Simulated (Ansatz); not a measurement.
# C3H5N: the cost of one run

All numbers are computed with Ansatz 0.2.0, driven from Python. Level of theory: B3LYP+D3(BJ)/6-31G*.

### 1 Starting point

Bond lengths: C1–C2 1.236 Å, C2–N3 1.151 Å, N3–C4 1.396 Å, C1–H5 1.121 Å, C1–H6 1.136 Å, C4–H7 1.081 Å, C4–H8 1.117 Å, C4–H9 1.173 Å. Angles: C1–C2–N3 178.6°, C2–C1–H5 123.3°, C2–C1–H6 122.7°, H5–C1–H6 114.0°, C2–N3–C4 119.0°, N3–C4–H7 114.8°, N3–C4–H8 109.9°, N3–C4–H9 111.9°, H7–C4–H8 107.5°, H7–C4–H9 106.2°, H8–C4–H9 106.2°.

The script holds or builds the structure itself.

### 2 Script

bend_c3h5n.py

```python
# -*- coding: utf-8 -*-
"""Bending curve of C3H5N."""

import ansatz as az
from ase import Atoms

atoms = Atoms(["C", "C", "N", "C", "H", "H", "H", "H", "H"], positions=[
    (-0.0571, 1.588, -0.8804),
    (0.4309, 0.5945, -0.3305),
    (0.9065, -0.331, 0.1618),
    (0.075, -1.3117, 0.7064),
    (-0.3148, 1.623, -1.9712),
    (-0.3207, 2.5361, -0.3126),
    (0.5939, -2.1434, 1.1615),
    (-0.5935, -1.7269, -0.0863),
    (-0.6317, -0.875, 1.5342),
])

# relax first, so that the scan starts from a minimum
first = (
    az.Crystal.molecule_from_ase(atoms).calculation()
    .basis(gaussian="6-31G*")
    .functional("B3LYP", dispersion="d3bj")
    .relax(force_tolerance=0.02, max_steps=80)
)
atoms.positions = first.run(threads=1, pin="off").report["positions_ang"]

rows = []
for angle in [90, 100, 110, 120, 135, 150, 165, 179]:
    bent = atoms.copy()
    bent.set_angle(3, 2, 1, angle, indices=[0, 1, 4, 5])
    setup = (
        az.Crystal.molecule_from_ase(bent).calculation()
        .basis(gaussian="6-31G*")
        .functional("B3LYP", dispersion="d3bj")
    )
    rows.append((angle, setup.run(threads=1, pin="off").report["free_energy_ev"]))
floor = min(e for _, e in rows)
for angle, e in rows:
    print(f"angle C3-N2-C1 = {angle:3d} deg   {1000 * (e - floor):9.1f} meV")
```

### 3 The calls as engine input

The package turns the script's settings into the engine's input (first run):

```yaml
crystal:
  periodic: [false, false, false]
  atoms:
    - { symbol: C, position_ang: [-0.0571, 1.588, -0.8804] }
    - { symbol: C, position_ang: [0.4309, 0.5945, -0.3305] }
    - { symbol: "N", position_ang: [0.9065, -0.331, 0.1618] }
    - { symbol: C, position_ang: [0.075, -1.3117, 0.7064] }
    - { symbol: H, position_ang: [-0.3148, 1.623, -1.9712] }
    - { symbol: H, position_ang: [-0.3207, 2.5361, -0.3126] }
    - { symbol: H, position_ang: [0.5939, -2.1434, 1.1615] }
    - { symbol: H, position_ang: [-0.5935, -1.7269, -0.0863] }
    - { symbol: H, position_ang: [-0.6317, -0.875, 1.5342] }
basis:
  gaussian:
    orbitals: "6-31G*"
hamiltonian:
  xc: b3lyp
  dispersion: d3bj
relax:
  f_tol: 0.02
  max_steps: 80
```

### 4 The run

Launch:

```bash
python bend_c3h5n.py
```

**Question.** How long does this script take on 1 thread of Arm Neoverse V1, shared host, and how much memory does it need?

About 77 s, with a peak of 0.21 GiB.
